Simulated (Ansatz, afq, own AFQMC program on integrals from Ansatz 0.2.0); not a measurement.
Integrals from Ansatz 0.2.0, then the random walk in our own AFQMC program (afq).

```yaml
crystal:
  periodic: [false, false, false]
  atoms:
    - {symbol: Si, position_ang: [-0.006104, 0.006114, 0.006066]}
    - {symbol: H, position_ang: [0.849746, 0.864859, 0.862897]}
    - {symbol: H, position_ang: [-0.865656, -0.848309, 0.863512]}
    - {symbol: H, position_ang: [-0.860833, 0.861649, -0.855084]}
    - {symbol: H, position_ang: [1.046831, -1.048569, -1.040362]}
basis:
  gaussian: {orbitals: 6-31G}
magnetization: {spin_polarized: false}
correlation: {method: ccsd_t, electrons: outside_noble_gas, hamiltonian_folder: ham}
```

```sh
$ ansatz run in.yaml --threads 1 --pin off --events-out ev --progress --plain --max-ram 16896MiB --backend cuda --devices 0, --max-vram 18GiB
```

Options of the walk:

```
--method phaseless --trial cisd --walkers 4000 --populations 20 --least-time 60 --time-step 0.005 --steps-per-block 50 --equilibration-blocks 28 --max-blocks 4000 --target-error 0.00017 --factor-cut 1e-05 --seed 4412 --release-times 0.24,0.51,0.99,1.62,2.4 --release-step 0.03 --release-every 3 --taylor-order 6
```

Times are imaginary, in 1/Eh. The walk had a cap of 122 s. With eight or more populations the least sampling time is a fifth of least-time, and the error comes from their spread.

Log:

```
orbitals 16  electrons 4 4  factors 105 of 268
reference energy -291.14997211 Eh
CCSD correlation -0.09102235 Eh in 9 cycles, weight of the determinant in the CISD state 0.9297
energy of the start -291.240995 Eh
 block  time / (1/Eh)  mean weight  energy / Eh
     1     0.250  0.9999  -291.240296
     2     0.500  1.0000  -291.240336
     3     0.750  0.9998  -291.240563
     4     1.000  1.0000  -291.240754
     5     1.250  1.0000  -291.241092
     8     2.000  0.9999  -291.241647
    11     2.750  1.0002  -291.241918
    14     3.500  0.9999  -291.242158
    17     4.250  0.9999  -291.242526
    20     5.000  1.0002  -291.242130
    23     5.750  0.9999  -291.242443
    26     6.500  1.0000  -291.242198
    29     7.250  1.0001  -291.242359
    32     8.000  1.0000  -291.242778
    35     8.750  0.9999  -291.242431
    38     9.500  1.0000  -291.242325
    41    10.250  1.0000  -291.242154
    44    11.000  0.9995  -291.242249
    47    11.750  1.0000  -291.242632
    50    12.500  1.0000  -291.242497
    53    13.250  1.0000  -291.242579
    56    14.000  1.0002  -291.242439
    59    14.750  1.0001  -291.242428
    62    15.500  1.0000  -291.242293
    65    16.250  1.0002  -291.242253
    68    17.000  0.9999  -291.242261
    71    17.750  0.9998  -291.242148
    74    18.500  1.0001  -291.242210
    77    19.250  0.9999  -291.242292
    78    19.500  0.9999  -291.242424
error from the spread of 20 populations
released: time / (1/Eh)  energy / Eh  error  mean overlap
  0.24  -291.242440  0.000036  0.9980
  0.51  -291.242454  0.000027  0.9976
  0.99  -291.242438  0.000019  0.9993
  1.62  -291.242462  0.000020  0.9986
  2.40  -291.242472  0.000022  0.9955
energy -291.242367 +/- 0.000042 Eh
(rows thinned)
```

The run passed its tests (sampling time, drift between the halves within three errors, error under three times the target), which doesn't prove that it has relaxed.

Against this walk (error 1.1 meV) on the same determinant: CCSD(T) 9.2 meV higher, CCSDT(Q) 2.3 meV lower, CCSDTQ 2.6 meV lower, full CI 2.6 meV lower. The error is statistical and leaves out the bias of the constraint. Released to 2.40 1/Eh the energy lies 2.8 ± 1.3 meV (both errors) below the phaseless value, which shows part or all of the bias of the constraint, and full CI lies 0.2 meV above the released value.

Cautions: constraint bias not in the error.

The walk took 11 s on 1 × NVIDIA H100 80GB HBM3 with 2 threads of AMD EPYC 7R13 Processor (Zen 3), on a shared host (the card was shared). The log's last line is the phaseless energy.

CCSDT and higher add their correlation energy to the determinant of the CCSD(T) run, since their own runs factorise the integrals more tightly (a shift of under 2 meV). A walk keeps the symmetry of its determinant, which the program's search chose and which needn't be the lowest solution, so a lower state of the same spin and another symmetry isn't excluded.
